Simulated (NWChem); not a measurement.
## Correlation energy of C (+1)

```
C
```
Charge +1, spin multiplicity 2.

The numbers come from NWChem runs, not from measurements.

Basis set: 6-31G*. Each correlation energy counts from its own Hartree-Fock reference.

| method | correlation energy (mHa) |
|---|---|
| CCSD[T] on UHF | -67.7 |
| CCSDT on ROHF | -71.7 |
| CCSD on UHF | -67.0 |
| CCSD[T] on ROHF | -71.4 |
| CCSD(T) on UHF | -67.7 |
| CCSD on ROHF | -70.6 |
| CCSD(T) on ROHF | -71.4 |
| SCS-UMP2 | -49.1 |
| UMP2 | -42.7 |

The values span 28.9 mHa, from CCSDT on ROHF (lowest) to UMP2 (highest). 

The correlated methods keep 1 core orbital frozen. The Pople sets run with spherical d functions. No SCF solution was tested for a lower state. Open-shell Hartree-Fock references start from PBE0 orbitals. Coupled-cluster values serve here as a point of comparison, not as the truth.
